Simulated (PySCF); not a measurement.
Simulated Si 2p region for `C[SiH3]`, binding energy against the vacuum level.

Every computed line was given a Gaussian of 0.4 eV full width at half maximum and an area set by the number of equivalent atoms (split 2:1 within a doublet); the highest printed point is 100. Theory: delta-SCF UKS SCAN, pcX-2 on the ionised atom, pcseg-1 elsewhere, spin-free X2C in PySCF 2.14.0.

```tsv
binding energy (eV)	intensity
106.2	1
106.3	5
106.4	18
106.5	46
106.6	81
106.7	100
106.8	88
106.9	56
107.0	31
107.1	27
107.2	38
107.3	49
107.4	47
107.5	31
107.6	15
107.7	5
107.8	1
107.9	0
```

Q: Count the maxima, the lines and the sites behind this envelope.

A: The curve has 2 maxima (at 106.7 and 107.3 eV). Under it lie 2 lines from 1 inequivalent silicon site, drawn as a 2p3/2, 2p1/2 pair.

Q: Decompose the envelope and assign each component. Numbering: `[CH3:1][SiH3:2]`.

A: 
```csv
position (eV),relative area,line,atoms,environment
106.71,0.67,Si 2p3/2,Si2,SiH3 silicon
107.34,0.33,Si 2p1/2,Si2,SiH3 silicon
```

Q: What are the centre and the root-mean-square width of the whole band?

A: The area-weighted mean of the lines is 106.92 eV. Their own spread about it is 0.29 eV (rms) and each Gaussian has σ = 0.4/2.355 = 0.17 eV; the variances add, which gives 0.34 eV.

The curve has no shake-up lines and no vibrational structure. The 2p values add to the ΔSCF energy of one spin-free hole a correction within the shell (spin–orbit coupling, ligand field). 2p1/2 minus 2p3/2 (ligand field included): Si 0.62 eV. Isolated species at its PBE0-D3(BJ)/def2-SVP geometry, gas phase.

On Arm Neoverse V1, one thread, shared host, this took 5.8 s wall and 0.32 GiB of memory at its peak.
